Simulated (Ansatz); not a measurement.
Isomers

Structures of SiH3SO, doublet, relaxed at PBE0-D4/def2-TZVP (vibrations not checked; lower isomers may exist, and structures with a doubtful reference or unclear bonds are left out). Program: Ansatz 0.2.0. Basis: def2-TZVPP. Cores are frozen in the correlated methods; orbitals are unrestricted. B3LYP uses VWN-RPA correlation.

Q: Rank them by CCSD(T) energy, lowest first, and give each one's height above the lowest. Links in brackets join atoms within 1.22 times the sum of their covalent radii (1.1 for two metals). (To be estimated.)
A.
SiH₃SO ([OH][SiH2][S])
```
6
angstrom
Si -0.2134 0.0904 -0.6160
O -0.0848 -1.4480 -0.0648
S 1.5646 1.2329 -0.5648
H -0.7101 -0.0426 -2.0028
H -1.1267 0.9207 0.2202
H 0.3499 -1.5862 0.7786
```
B.
SiH₃SO ([OH][SiH][SH])
```
6
angstrom
O 0.9974 0.2103 1.1443
Si -0.0124 0.6666 -0.0755
S -0.6923 -0.9241 -1.3383
H -1.7537 -1.2400 -0.5783
H 0.8182 1.5498 -0.9355
H 0.7247 -0.5238 1.6983
```
C.
SiH₃SO ([O][S][SiH3])
```
6
angstrom
O 0.3659 -1.9920 1.1645
S 1.2476 -0.9692 0.4807
Si -0.1877 0.5106 -0.2909
H -1.1013 -0.1791 -1.2321
H 0.6095 1.5564 -0.9811
H -0.9341 1.0733 0.8589
```

A: Computed: A (0.00 kcal/mol), B (3.80 kcal/mol), C (51.10 kcal/mol). Heights count from the lowest.

Q: Do PBE-D4, r2SCAN-D4, PBE0-D4, B3LYP-D4, wB97M-V, HF, MP2 give the same order? (A judgement: the text doesn't fix the answer.)

A: Computed: Lowest first: PBE-D4 B < A < C. The others agree with CCSD(T).

The T1 diagnostic stays at or below 0.030. ⟨S²⟩ of the unrestricted Hartree–Fock references: 0.76 to 0.78 (a pure state has 0.75).

For scale, one of the runs: CCSD(T)/def2-TZVPP, 157 basis functions, launched by `ansatz run in.yaml --threads 2 --pin off --events-out ev --progress --plain --max-ram 4352MiB`. Time: 96 s of wall clock on 2 CPU threads of an Intel Xeon Platinum 8259CL; the host was shared. Peak host memory: 2.5 GiB.
